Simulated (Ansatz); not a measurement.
Reaction (hydrogenolysis of a C–Cl bond): `ClCC1=CN1` + H₂ → `CC1=CN1` + HCl

Gas-phase electronic energies from Ansatz, PBE0-D4/def2-TZVP geometries. CCSD(T)/CBS adds triple-zeta CCSD(T) − MP2 to the extrapolated MP2 energy (def2 sets, frozen cores). This one scheme is used for every species. Functionals use def2-TZVPP. B3LYP here is the variant with VWN-RPA as its local correlation; programs differ in this. Each species was taken in one conformer, which may not be the lowest.

**Question.** Is it downhill or uphill in electronic energy at CCSD(T)/CBS, and by how much? (Best estimate.)

**Answer.** The calculation gave: Downhill: ΔE = -93.6 kJ/mol.

**Question.** What do these levels give: PBE-D4, B3LYP-D4, r2SCANh-D4, BHLYP-D4, ωB97X-V, ωB97M-V, PBE0, r2SCAN0, LC-ωPBE, MP2/def2-SVP, CCSD(T)/def2-SVP, CCSD/CBS(def2)? (An estimate is asked.)

**Answer.** Computed: PBE-D4 -86.2, B3LYP-D4 -90.8, r2SCANh-D4 -93.0, BHLYP-D4 -98.3, ωB97X-V -93.7, ωB97M-V -94.2, PBE0 -97.6, r2SCAN0 -97.6, LC-ωPBE -102.6, MP2/def2-SVP -100.0, CCSD(T)/def2-SVP -103.0, CCSD/CBS(def2) -99.1 kJ/mol.

Largest T1 diagnostic among the species: 0.011.

In def2-TZVPP, CCSD(T) changes the Hartree–Fock value by +16.3 kJ/mol (the triples alone add +5.6 kJ/mol) and MP2 by +20.8 kJ/mol. The D4 term adds +7.4 kJ/mol with B3LYP and +4.0 kJ/mol with PBE0; it sums over pairs of atoms, weighted by their polarisabilities, and B3LYP, whose exchange is more repulsive, gets the larger term. At CCSD(T), def2-SVP lies −9.4 kJ/mol from the extrapolated value and def2-TZVPP −2.0 kJ/mol.
